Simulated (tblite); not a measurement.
Level: GFN2-xTB in tblite, geometry and Hessian alike; calculated harmonic values, unscaled, isolated species. Errors from tens to a few hundred cm⁻¹ against measured bands are possible. Modes of hydrogen on silicon and sulfur can be 10 to 20 % off. One conformer each. Open shells enter through the occupations alone, without spin polarisation, and single modes of such species can be off by tens of per cent. Thermal functions are those of the rigid rotor and harmonic oscillator, without mixing of conformers.

Question: Order these by their zero-point energy, highest first (kJ/mol).
A. `C=CCC1=C(F)CCS1`
B. `C1C[C@H](C=NC1)C(=C)C`
C. `COc1ccccc1`
D. `Cc1ncnnc1O[SiH2][SiH3]`
E. `CN(CCC#N)[SiH2]S`
F. `C1CCOC[N]C1` [radical]
G. `O=C1CCCN1C1C[SiH2]C1`

Answer: B (503.1), G (489.8), F (380.6), A (366.3), E (349.5), C (338.5), D (325.4).

```json
{"SMILES": "C=C(C)[C@H]1C=NCCC1", "atoms": "22", "mass (u)": "123.10", "symmetry number": "1", "modes under 300 cm⁻¹": "6", "ZPE (kJ/mol)": "503.1", "S translation (J/(mol K))": "168.9", "S rotation": "120.8", "S vibration": "104.5", "S spin": "0.0", "S": "394.2", "Cp": "155.1"}
{"SMILES": "O=C1CCCN1C1C[SiH2]C1", "atoms": "23", "mass (u)": "155.08", "symmetry number": "1", "modes under 300 cm⁻¹": "7", "ZPE (kJ/mol)": "489.8", "S translation (J/(mol K))": "171.8", "S rotation": "126.0", "S vibration": "128.0", "S spin": "0.0", "S": "425.8", "Cp": "178.6"}
{"SMILES": "C1CCOC[N]C1", "atoms": "17", "mass (u)": "100.08", "symmetry number": "1", "modes under 300 cm⁻¹": "3", "ZPE (kJ/mol)": "380.6", "S translation (J/(mol K))": "166.3", "S rotation": "113.3", "S vibration": "55.5", "S spin": "5.8", "S": "340.9", "Cp": "114.3"}
{"SMILES": "C=CCC1=C(F)CCS1", "atoms": "18", "mass (u)": "144.04", "symmetry number": "1", "modes under 300 cm⁻¹": "6", "ZPE (kJ/mol)": "366.3", "S translation (J/(mol K))": "170.8", "S rotation": "124.1", "S vibration": "125.2", "S spin": "0.0", "S": "420.1", "Cp": "153.3"}
{"SMILES": "CN(CCC#N)[SiH2]S", "atoms": "18", "mass (u)": "146.03", "symmetry number": "1", "modes under 300 cm⁻¹": "9", "ZPE (kJ/mol)": "349.5", "S translation (J/(mol K))": "171.0", "S rotation": "126.2", "S vibration": "154.0", "S spin": "0.0", "S": "451.2", "Cp": "172.0"}
{"SMILES": "COc1ccccc1", "atoms": "16", "mass (u)": "108.06", "symmetry number": "1", "modes under 300 cm⁻¹": "4", "ZPE (kJ/mol)": "338.5", "S translation (J/(mol K))": "167.3", "S rotation": "116.7", "S vibration": "62.0", "S spin": "0.0", "S": "346.0", "Cp": "122.3"}
{"SMILES": "Cc1ncnnc1O[SiH2][SiH3]", "atoms": "19", "mass (u)": "171.03", "symmetry number": "1", "modes under 300 cm⁻¹": "9", "ZPE (kJ/mol)": "325.4", "S translation (J/(mol K))": "173.0", "S rotation": "127.9", "S vibration": "170.0", "S spin": "0.0", "S": "470.8", "Cp": "194.3"}
```

Entropies and Cp are for 298.15 K and 1 bar.
